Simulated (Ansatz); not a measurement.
Ligand exchange: MgH(CH3) + H3NO → MgH(NH2) + CH4O

Species: MgH(CH3), singlet; H3NO `NO`, singlet; MgH(NH2), singlet; CH4O (methanol) `CO`, singlet. The partners trade CH3 for NH2: Mg–CH3 and O–NH2 bonds give way to Mg–NH2 and O–CH3.

Shapes, held fixed at every level: PBE0-D4/def2-TZVP. Flexible molecules stand in one conformer, not always the lowest. Programs: Ansatz 0.2.0. The zero-point and thermal change to 298 K, harmonic and unscaled (PBE0-D4/def2-TZVP), is +1.6 kJ/mol.

```csv
level,kind,ΔH(298 K) (kJ/mol),less CCSD(T)/def2-TZVPP
HF/def2-TZVPP,Hartree–Fock,-221.0,-16.6
wB97X-V/def2-TZVPP,range-separated hybrid,-200.1,+4.3
B2PLYP/def2-TZVPP,double hybrid,-207.4,-3.0
MP2/def2-TZVPP,perturbation theory,-215.8,-11.4
CCSD(T)/def2-SVP,coupled cluster or CI,-204.2,+0.2
CCSD/def2-TZVPP,coupled cluster or CI,-207.6,-3.2
CCSD(T)/def2-TZVPP,coupled cluster or CI,-204.4,0.0
```

The highest level, CCSD(T)/def2-TZVPP, gives ΔH(298 K) = -204.4 kJ/mol; the levels span -221.0 to -200.1. The column of differences is taken from that level and isn't an error. No measured value is set beside it here. Correlated rows may include outer-core shells of Mg, which these sets cover unevenly.
